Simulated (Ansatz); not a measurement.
Ideal-gas functions of C₃H₄O₂ (`C1=COCO1`) at 500 K and 1 bar, from an Ansatz frequency run at PBE0-D4/def2-TZVP.

Molar mass 72.06 g/mol, point group Cs (symmetry number 1), electronic degeneracy 1, moments of inertia 55.487, 58.1, 108.799 u Å². Harmonic wavenumbers (cm⁻¹, unscaled): 204, 526, 726, 733, 823, 894, 970, 1031, 1050, 1118, 1165, 1217, 1231, 1313, 1451, 1529, 1700, 2960, 3128, 3294, 3320.

Use S(trans) = R[1.5 ln M + 2.5 ln T − 1.1517]; rotational temperatures θ = 24.2544 K / I; S(rot) = R[ln(√π/σ · √(T³/θAθBθC)) + 1.5]; for each mode x = 1.438777 ν̃/T, S = R[x/(eˣ − 1) − ln(1 − e⁻ˣ)] and H = RT x/(eˣ − 1); 1 cm⁻¹ = 0.0119627 kJ/mol; R = 8.31446 J/(mol·K).

**Question.** By hand: the entropy, in J/(mol·K).

**Answer.** Translation 172.9. Rotation: θ = 0.4371, 0.4175, 0.2229 K, giving 108.0. Vibration, mode by mode: 12.86, 5.62, 3.55, 3.50, 2.85, 2.43, 2.04, 1.78, 1.70, 1.46, 1.31, 1.16, 1.12, 0.93, 0.67, 0.56, 0.37, 0.02, 0.01, 0.01, 0.01, in all 43.9. Electronic 0.0. Sum 324.8 J/(mol·K).

**Question.** By hand: H − E and G − E in kJ/mol, counted from the electronic energy.

**Answer.** Zero-point energy ½ × 30383 × 0.0119627 = 181.7; thermal vibration 14.2; translation, rotation and pV give 4 RT = 16.6. H − E = 212.5 kJ/mol, and G − E = 212.5 − 500 × 324.8/1000 = 50.1 kJ/mol.

Vibration gives 14 % of the entropy.
